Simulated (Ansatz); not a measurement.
# C2H6B: the cost of one run

All numbers below are computed with Ansatz 0.2.0 (UKS PBE-D4/def2-SVP).

### 1 The structure to begin with

Bond lengths: B1–C2 1.509 Å, C2–C3 1.478 Å, B1–H4 1.174 Å, B1–H5 1.172 Å, C2–H6 1.086 Å, C3–H7 1.087 Å, C3–H8 1.094 Å, C3–H9 1.094 Å. Angles: B1–C2–C3 125.6°, B1–C2–H6 121.3°, C3–C2–H6 113.1°, C2–B1–H4 120.0°, C2–B1–H5 120.0°, H4–B1–H5 120.0°, C2–C3–H7 111.9°, C2–C3–H8 110.3°, C2–C3–H9 110.5°, H7–C3–H8 109.2°, H7–C3–H9 109.1°, H8–C3–H9 105.7°.

Structure file:

```xyz
9

B    -0.7861    0.7376   -1.0439
C     0.2121    0.4954    0.0621
C     0.4608   -0.7998    0.7287
H    -1.3141   -0.1708   -1.5668
H    -1.0341    1.8322   -1.3813
H     0.8318    1.2989    0.4483
H    -0.1682   -1.5897    0.3267
H     1.5110   -1.0870    0.6204
H     0.2867   -0.7168    1.8058
```

### 2 Relaxing end A

Input file input.yaml:

```yaml
crystal:
  periodic: [false, false, false]
  atoms:
    - { symbol: B, position_ang: [-0.78613, 0.73756, -1.04386] }
    - { symbol: C, position_ang: [0.2121, 0.4954, 0.06207] }
    - { symbol: C, position_ang: [0.46078, -0.79984, 0.72868] }
    - { symbol: H, position_ang: [-1.31409, -0.17077, -1.56677] }
    - { symbol: H, position_ang: [-1.03411, 1.83218, -1.38131] }
    - { symbol: H, position_ang: [0.83185, 1.29889, 0.44834] }
    - { symbol: H, position_ang: [-0.16817, -1.58966, 0.32666] }
    - { symbol: H, position_ang: [1.51102, -1.087, 0.62042] }
    - { symbol: H, position_ang: [0.28674, -0.71676, 1.80578] }
magnetization:
  spin_polarized: true
  initial_magnetization: 1
basis:
  gaussian: { orbitals: def2-SVP }
hamiltonian:
  xc: pbe
  dispersion: d4
relax:
  f_tol: 0.015
  max_steps: 40
```

Command:

```bash
> ansatz run input.yaml --threads 1 --pin off --max-ram 2048MiB --backend cpu --events-out ev --progress --plain --runs-dir out
```

Q: Estimate wall time and peak memory on 1 thread of Intel Xeon 6975P-C (Granite Rapids), shared host.

About 11 s, with a peak of 0.14 GiB.
